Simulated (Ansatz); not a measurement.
Input for Ansatz (development build ahead of 0.2.0):

```yaml
crystal:
  periodic: [false, false, false]
  atoms:
    - { symbol: C, position_ang: [0.0, -0.42209, -1.90882] }
    - { symbol: C, position_ang: [0.0, 0.41496, -0.63915] }
    - { symbol: C, position_ang: [0.0, -0.41496, 0.63915] }
    - { symbol: C, position_ang: [0.0, 0.42209, 1.90882] }
    - { symbol: H, position_ang: [0.0, 0.20734, -2.81192] }
    - { symbol: H, position_ang: [0.88748, -1.07379, -1.95872] }
    - { symbol: H, position_ang: [-0.88748, -1.07379, -1.95872] }
    - { symbol: H, position_ang: [-0.87977, 1.08347, -0.63542] }
    - { symbol: H, position_ang: [0.87977, 1.08347, -0.63542] }
    - { symbol: H, position_ang: [0.87977, -1.08347, 0.63542] }
    - { symbol: H, position_ang: [-0.87977, -1.08347, 0.63542] }
    - { symbol: H, position_ang: [0.0, -0.20734, 2.81192] }
    - { symbol: H, position_ang: [0.88748, 1.07379, 1.95872] }
    - { symbol: H, position_ang: [-0.88748, 1.07379, 1.95872] }
basis:
  gaussian: { orbitals: cc-pVDZ }
hamiltonian:
  xc: hf
correlation:
  method: mp2
  frozen_orbitals: { C: 1, H: 0 }
```

The input is written out in the form of the current development build from the run's settings.

Results

```json
{
 "Converged": "yes",
 "Reference energy": "-157.30949 hartree",
 "Correlation energy": "-0.58930 hartree",
 "Total energy": "-157.89878 hartree",
 "Spin squared of the determinant": "0.000"
}
```
